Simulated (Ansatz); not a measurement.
The cluster SiC2. The state is a singlet with charge 0. Geometry PBE-D4/def2-TZVP.

```xyz
3

Si    0.920   -0.625   -0.326
C    -0.761   -0.222    0.335
C    -0.158    0.846   -0.009
```

The structure comes from a short search, and lower isomers may exist.

Problem. Estimate the orbital energies around the gap (eV) in Ansatz with PBE-D4/def2-TZVPD, r2SCAN-D4/def2-TZVP, r2SCANh-D4/def2-TZVP, PBE0-D4/def2-SVP, r2SCAN0-D4/def2-TZVP.

Solution. 
```csv
orbital,PBE-D4/def2-TZVPD,r2SCAN-D4/def2-TZVP,r2SCANh-D4/def2-TZVP,PBE0-D4/def2-SVP,r2SCAN0-D4/def2-TZVP
HOMO−9,-139.43,-143.54,-146.12,-147.21,-149.99
HOMO−8,-96.26,-98.48,-100.44,-101.98,-103.39
HOMO−7,-96.25,-98.47,-100.44,-101.98,-103.38
HOMO−6,-96.02,-98.25,-100.24,-101.81,-103.21
HOMO−5,-20.43,-21.50,-22.38,-22.97,-23.69
HOMO−4,-11.78,-12.16,-12.71,-13.30,-13.54
HOMO−3,-10.09,-10.62,-11.16,-11.50,-11.99
HOMO−2,-8.49,-8.74,-9.14,-9.61,-9.75
HOMO−1,-7.68,-7.88,-8.30,-8.80,-8.93
HOMO,-6.26,-6.50,-6.98,-7.53,-7.71
LUMO,-4.27,-4.20,-3.86,-3.36,-3.36
LUMO+1,-3.45,-3.30,-2.98,-2.56,-2.51
LUMO+2,-0.90,-0.48,-0.08,0.61,0.50
LUMO+3,-0.37,0.21,0.56,1.31,1.07
LUMO+4,0.11,1.16,1.38,2.15,1.69
LUMO+5,0.44,4.41,4.60,4.49,4.88
```
